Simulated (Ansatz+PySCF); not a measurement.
The numbers below are computed, except where a source is named.
Input for Ansatz (development build ahead of 0.2.0):

```yaml
crystal:
  periodic: [false, false, false]
  atoms:
    - { symbol: H, position_ang: [0.0, 0.0, -2.67037] }
    - { symbol: Cl, position_ang: [0.0, 0.0, 0.15708] }
basis:
  gaussian: { orbitals: "6-31G" }
magnetization:
  spin_polarized: true
hamiltonian:
  xc: hf
correlation:
  method: mp2
  frozen_orbitals: { Cl: 5, H: 0 }
output:
  forces: true
```

The input is written out in the form of the current development build from the run's settings.

Results

| Property | Result |
| --- | --- |
| Converged | yes |
| Reference energy | -459.94261 hartree |
| Correlation energy | -0.02581 hartree |
| Total energy | -459.96842 hartree |
| Spin squared of the determinant | 0.969 |
| Stability test | minimum |

Forces (eV/Å):
| atom | Fx | Fy | Fz |
| --- | --- | --- | --- |
| H1 | 0.000 | 0.000 | 0.164 |
| Cl2 | 0.000 | 0.000 | -0.164 |

Caution: large amplitudes, a single reference is doubtful; the unrestricted determinant is a mixture of spin states; a plain start can end on a higher determinant.
